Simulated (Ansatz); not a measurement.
Compare A (`NC1=C(F)C1`) with its isomer B (`CC1(F)C=N1`).

Computed with Ansatz on PBE0-D4/def2-TZVP structures; ΔE is electronic, products minus reactants. CBS: MP2 limit from def2 TZ/QZ plus the TZ coupled-cluster correction, frozen cores. Functionals use def2-TZVPP. B3LYP here is the variant with VWN-RPA as its local correlation; programs differ in this. One conformer a species, not always the lowest.

A:

```xyz
9

N     1.5240    0.3636    0.3838
C     0.2150    0.0254    0.2257
C    -0.9106   -0.5019    0.5505
F    -1.6474   -1.1405    1.4384
C    -0.8295   -0.1435   -0.8719
H     1.8282    1.1456   -0.1747
H     1.8385    0.4243    1.3397
H    -0.6709   -0.9145   -1.6356
H    -1.3473    0.7414   -1.2559
```

B:

```xyz
9

C    -0.330    0.857   -0.664
C     0.411   -0.096    0.210
F     1.533    0.493    0.733
C    -0.080   -1.253    0.875
N     0.593   -1.509   -0.159
H    -0.648    1.732   -0.094
H     0.319    1.193   -1.475
H    -1.208    0.374   -1.092
H    -0.591   -1.790    1.666
```

Question: Which isomer does CCSD(T)/CBS put lower? Give the gap. (Best estimate.)

Answer: Ansatz gave: B, by 24.7 kcal/mol.

Question: Give E(B) − E(A) in kcal/mol with CCSD/def2-TZVPP, MP2/def2-TZVPP, B2PLYP, B3LYP, LDA (SPW92), r2SCAN-D4, HF/def2-TZVPP. (Estimate.)

Answer: Ansatz gave: CCSD/def2-TZVPP -25.2, MP2/def2-TZVPP -24.4, B2PLYP -23.1, B3LYP -21.3, LDA (SPW92) -15.5, r2SCAN-D4 -22.2, HF/def2-TZVPP -26.4. None reverses the order clearly.

Question: Does the order hold for the free energy at 298.15 K (harmonic terms from PBE0-D4)? (Best estimate.)

Answer: Computed: Yes: G(B) − G(A) = -25.3 kcal/mol, for one conformer each.

Largest T1 diagnostic: 0.012.

From PBE to PBE0 (25 % exact exchange), in def2-TZVPP and without D4, E(B) − E(A) moves by −0.9 kcal/mol. At CCSD(T), def2-SVP lies −1.3 kcal/mol from the extrapolated value and def2-TZVPP −0.6 kcal/mol.
